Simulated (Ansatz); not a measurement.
# One arrangement of a pair

The pair of H₂O (SMILES O, atoms 1–3) and CH₆Si (SMILES C[SiH3], atoms 4–11), both closed shells, in one local arrangement (a lower one may exist), relaxed at PBE0-D4/def2-TZVP:

O1  (-0.186, -0.096, -2.411)
H2  (0.647, -0.568, -2.335)
H3  (-0.859, -0.756, -2.224)
C4  (-0.075, 1.163, 0.852)
Si5  (0.159, -0.687, 0.889)
H6  (0.793, 1.673, 1.278)
H7  (-0.956, 1.455, 1.428)
H8  (-0.205, 1.494, -0.180)
H9  (1.361, -1.098, 0.109)
H10  (-1.019, -1.395, 0.312)
H11  (0.340, -1.184, 2.281)
(Å)

Program: Ansatz 0.2.0. Basis: def2-TZVPPD, with def2-QZVPPD for the basis limit. Cores are frozen in the correlated methods. B3LYP uses VWN-RPA correlation. Extrapolation: Hartree–Fock as exp(−7.88 √X), correlation as X^−2.97. Interaction energies count from these two fragments, frozen as in the pair, with the counterpoise correction; negative means bound.

Problem. What is the interaction energy by CCSD(T) at an estimated basis limit (MP2 extrapolated from triple and quadruple zeta, plus CCSD(T) − MP2 in triple zeta)? (Judge from chemistry; the value comes from the calculation.)

Solution. Computed: -8.7 kJ/mol. Hartree–Fock alone gives -0.3 kJ/mol at the basis limit. It counts from the two fragments frozen as in the pair.

The same quantity by other methods in triple zeta, and each one's difference from that estimate:
```csv
method,E_int (kJ/mol),difference
PBE-D4,-9.6,-0.9
revPBE-D4,-7.0,1.7
BLYP-D4,-7.0,1.6
r2SCAN-D4,-10.0,-1.3
B97M-V,-10.5,-1.8
PBE0-D4,-9.1,-0.4
B3LYP-D4,-8.0,0.7
HSE06-D4,-9.1,-0.4
wB97X-V,-9.1,-0.5
wB97M-V,-9.5,-0.8
B2PLYP,-4.5,4.1
HF,-0.3,8.4
MP2,-6.9,1.7
CCSD,-6.3,2.4
CCSD(T),-7.5,1.2
```
Differences are method less estimate.

Basis-set superposition shift (counterpoise-corrected less uncorrected): CCSD(T) 1.6; MP2 1.5; HF 0.2; PBE0-D4 0.2; wB97M-V 0.2 kJ/mol.

T1 diagnostic: at most 0.011.

For scale, one of the runs: CCSD(T)/def2-TZVPPD, 261 basis functions, launched by `ansatz run in.yaml --threads 4 --pin off --events-out ev --progress --plain --max-ram 9574MiB`. Time: 33 s of wall clock on 4 CPU threads of an Intel Xeon 6975P-C; the host was shared. Peak host memory: 6.6 GiB.
